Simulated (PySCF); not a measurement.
Molecule: SMILES FCC#N, C2H2FN.

Geometry:
| atom | x (Å) | y (Å) | z (Å) |
| --- | --- | --- | --- |
| N1 | 1.381 | -0.518 | -1.551 |
| C2 | 0.634 | -0.253 | -0.710 |
| C3 | -0.312 | 0.080 | 0.359 |
| F4 | -0.598 | 1.408 | 0.369 |
| H5 | 0.130 | -0.215 | 1.326 |
| H6 | -1.237 | -0.501 | 0.207 |

Spin–spin couplings on one PBE0-D3(BJ)/def2-SVP geometry, PySCF 2.14.0 with density-fitted response routines, gas phase, non-relativistic, equivalent pairs averaged; isotopes 13C, 1H; basis pcJ-1.

Reference values (Hz): 1J(C3,H5) = 166.0 (measured; liquid or solution (compiled); San Fabian, Garcia de la Vega, Suardiaz et al., Magn. Reson. Chem. 2013, 51, 775 (SI)).

Question: How do the couplings (Hz) change with the functional? Times are CPU seconds on shared hosts with different chips, so compare them loosely.

Answer: 
| functional | functions | 1J(C3,H5) | abs. error | core-s |
| --- | --- | --- | --- | --- |
| LDA | 128 | 123.1 | 42.9 | 4.4 |
| PBE | 128 | 148.7 | 17.3 | 7 |
| KT2 | 128 | 159.6 | 6.4 | 6.9 |
| B3LYP | 128 | 163.0 | 3.0 | 12 |
| PBE0 | 128 | 154.9 | 11.1 | 6.8 |
| B97-2 | 128 | 147.8 | 18.2 | 6.6 |
| BHandHLYP | 128 | 176.8 | 10.8 | 5.1 |
| CAM-B3LYP | 128 | 160.8 | 5.2 | 8.9 |

Errors compare magnitudes, without vibrational corrections. Closest: B3LYP; furthest: LDA. Left out for a near triplet instability: HF/pcJ-1.
